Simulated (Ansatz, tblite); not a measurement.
# The cluster In2As: one state, many levels

Aim: run the doublet of the cluster In2As at one geometry on many levels, and compare frontier levels, spin and run time.

Program: Ansatz 0.2.0, Gaussian basis. Level of theory: as each input shows. These are calculated values, not measurements.

Plan: GFN1-xTB, GFN2-xTB, PBE-D4/def2-TZVP, r2SCAN-D4/def2-TZVP, HSE06-D4/def2-TZVP, PBE-QIDH/def2-TZVP, B97M-V/def2-TZVP, LC-ωPBE/def2-TZVP, BHLYP-D4/def2-TZVP, PBE+5HF/def2-TZVP, PBE+10HF/def2-TZVP, PBE+15HF/def2-TZVP, PBE+35HF/def2-TZVP, PBE+50HF/def2-TZVP, PBE-D4/def2-SVP, PBE0-D4/def2-SVP, PBE0-D4/def2-TZVPD, PBE-D4/def2-TZVPD, r2SCAN-D4/def2-TZVPD, CCSD(T)/def2-SVP, MP2/def2-TZVP, RPA/def2-TZVP.

4 further runs of the same task are left out: 4 set aside as unsound or not needed.

**1. The structure**

The geometry is that of the doublet, from an earlier relaxation (PBE-D4/def2-TZVP). At that level it is the lowest of the isomers that a small search found.

3 atoms, charge 0, spin multiplicity 2.

Bond lengths: In1–As3 2.697 Å, In2–As3 2.697 Å. Angles: In1–As3–In2 111.7°.

Coordinates:

```xyz
3
AsIn2
In    1.3026   -0.5932    1.7863
In   -0.8565   -0.2526   -2.1077
As   -0.4461    0.8458    0.3214
```

In takes a core potential in the def2 sets. No spin-orbit coupling is included.

PBE0-D4/def2-TZVP was run before; its log isn't repeated, and its numbers join the tables.

**2. GFN1-xTB**

Tight binding, by tblite at 300 K electronic temperature and without a spin-polarisation term:

```python
tblite.interface.Calculator('GFN1-xTB', numbers, positions, charge=0, uhf=1).singlepoint()
```

Energy -146.3031 eV; 0.003 s.

**3. GFN2-xTB**

Tight binding, by tblite at 300 K electronic temperature and without a spin-polarisation term:

```python
tblite.interface.Calculator('GFN2-xTB', numbers, positions, charge=0, uhf=1).singlepoint()
```

Energy -129.9547 eV; 0.002 s.

**4. PBE-D4/def2-TZVP**

start.molden holds the orbitals of an earlier run on this state, given as this run's starting guess.

Input file in.yaml:

```yaml
crystal:
  periodic: [false, false, false]
  atoms:
    - {symbol: In, position_ang: [1.302623, -0.593240, 1.786314]}
    - {symbol: In, position_ang: [-0.856489, -0.252615, -2.107699]}
    - {symbol: As, position_ang: [-0.446134, 0.845845, 0.321385]}
basis:
  gaussian: {orbitals: def2-TZVP, initial_orbitals: start.molden}
magnetization: {spin_polarized: true, initial_magnetization: 1}
hamiltonian: {xc: pbe, dispersion: d4}
scf: {omitted_lower_state_checks: [starts]}
output: {forces: true, orbitals: {seedname: orbitals}}
```

The run is started by

```sh
> ansatz run in.yaml --threads 2 --pin off --events-out ev --progress --plain --max-ram 4352MiB
```

The runs that follow: r2SCAN-D4/def2-TZVP; HSE06-D4/def2-TZVP; PBE-QIDH/def2-TZVP; B97M-V/def2-TZVP; LC-ωPBE/def2-TZVP; BHLYP-D4/def2-TZVP; PBE+5HF/def2-TZVP; PBE+10HF/def2-TZVP; PBE+15HF/def2-TZVP; PBE+35HF/def2-TZVP; PBE+50HF/def2-TZVP; PBE-D4/def2-SVP; PBE0-D4/def2-SVP; PBE0-D4/def2-TZVPD; PBE-D4/def2-TZVPD; r2SCAN-D4/def2-TZVPD; CCSD(T)/def2-SVP; MP2/def2-TZVP; RPA/def2-TZVP.

Before running them: what should the planned runs give, taken together? Wanted: gap in def2-TZVP, named functionals, smallest and largest; gap over the share of exact exchange; correlation energy, CCSD(T)/def2-SVP; correlation energy, MP2/def2-TZVP; binding an atom, CCSD(T)/def2-SVP; ⟨S²⟩ in def2-TZVP, named functionals, smallest and largest; PBE0 total energy, smallest basis above largest.

**Answer**, as computed:

```
                                                  quantity                                value
 gap in def2-TZVP, named functionals, smallest and largest  0.22 eV (PBE-D4), 6.16 eV (LC-ωPBE)
                      gap over the share of exact exchange         0.22 eV at 0, 3.51 eV at 0.5
                      correlation energy, CCSD(T)/def2-SVP                            -10.25 eV
                         correlation energy, MP2/def2-TZVP                            -20.90 eV
                         binding an atom, CCSD(T)/def2-SVP                             1.136 eV
⟨S²⟩ in def2-TZVP, named functionals, smallest and largest                         0.755, 0.757
           PBE0 total energy, smallest basis above largest       7.83 eV (def2-SVP, def2-TZVPD)
```

Over the named functionals in def2-TZVP the gap runs from 0.22 eV (PBE-D4) to 6.16 eV (LC-ωPBE); exact exchange widens it. Raising the share of exact exchange from 0 to 0.5 moves the HOMO by -1.54 eV and the LUMO by +1.75 eV. The functionals in def2-TZVP miss CCSD(T)/def2-SVP by +0.142 (LC-ωPBE) to +0.408 eV (PBE-D4) an atom. The yardstick is in a double-zeta basis, so levels in larger sets aren't compared like for like. CCSD(T)/def2-SVP isn't at the basis-set limit; small misses against it rank nothing. Over the named functionals in def2-TZVP spin contamination reaches 0.01 (r2SCAN-D4), which is small.
